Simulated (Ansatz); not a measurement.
Relaxed structures of CH4NSi, doublet (PBE0-D4/def2-TZVP; forces vanish, vibrations not checked; lower isomers may exist, and structures with a doubtful reference or unclear bonds are left out; Å). Ansatz 0.2.0; basis: def2-TZVPP; cores frozen in the correlated methods; orbitals are unrestricted.

(1) Rank them by CCSD(T) energy, lowest first, and give each one's height above the lowest. Links in brackets join atoms within 1.22 times the sum of their covalent radii (1.1 for two metals). (To be estimated.)
A.
CH₄NSi ([CH][N][SiH3])
```
7
angstrom
C -0.5111 -0.6190 -1.0172
N -0.3994 -0.0236 0.0434
Si 0.8495 0.1233 1.2516
H -1.3954 -0.6036 -1.6776
H 0.2712 -0.3549 2.5291
H 2.0673 -0.6604 0.9151
H 1.1814 1.5635 1.3548
```
B.
CH₄NSi ([CH]1[NH][SiH2]1)
```
7
angstrom
C -0.6552 0.0692 -0.6265
N -0.9965 -0.6159 0.5540
Si 0.6163 0.0542 0.6269
H -1.8560 -0.4449 1.0600
H -1.3232 0.7041 -1.1933
H 1.7457 -0.8991 0.6302
H 0.8409 1.1943 1.5460
```
C.
CH₄NSi ([CH2]1[NH][SiH]1)
```
7
angstrom
C -0.4738 -0.1098 -0.7224
N -0.6603 -0.8592 0.5367
Si 0.7376 0.1263 0.6693
H -0.2192 -0.7163 -1.5876
H -1.1904 0.6802 -0.9455
H -1.5500 -0.8144 1.0078
H 0.5658 1.3448 1.5334
```

No T1 diagnostic of these runs exceeds 0.023. ⟨S²⟩ of the unrestricted Hartree–Fock references: 0.76 to 0.78 (a pure state has 0.75).

Answers

(1) The calculation gives: A (0.00 kcal/mol), C (10.46 kcal/mol), B (18.05 kcal/mol). Heights count from the lowest.

For scale, one of the runs: CCSD(T)/def2-TZVPP, 160 basis functions, launched by `ansatz run in.yaml --threads 2 --pin off --events-out ev --progress --plain --max-ram 4352MiB`. Hardware: 2 CPU threads of an Arm Neoverse V1, shared host. Wall time 61 s; peak host memory 2.7 GiB.
